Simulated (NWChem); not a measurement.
Species: ethanol (C2H6O); SMILES CCO

```xyz
9

C      0.2531    -1.2028     0.0291
C     -0.5506     0.0827    -0.0179
O      0.2462     1.2341     0.0728
H     -0.4036    -2.0866     0.0150
H      0.8682    -1.2401     0.9410
H      0.9298    -1.2809    -0.8387
H     -1.1851     0.0958    -0.9282
H     -1.2422     0.1225     0.8392
H      0.8487     1.2367    -0.6781
```
Atoms are numbered in this order, from 1.

Coordinates come from a PBE0/def2-SVP optimisation.

 States above −ε(HOMO) = 6.3 eV lie in this functional's continuum and hang on the basis.

### Question
List the 4 lowest vertical singlet excitations from PBE/def2-SVPD, TDA (NWChem).

### Answer
```csv
state,energy (eV),oscillator strength,leading excitation (squared amplitude)
S1,6.22,0.015,HOMO → LUMO (1.00)
S2,7.11,0.015,HOMO → LUMO+1 (0.98)
S3,7.40,0.029,HOMO → LUMO+2 (0.98)
S4,7.62,0.018,HOMO−1 → LUMO (0.97)
```
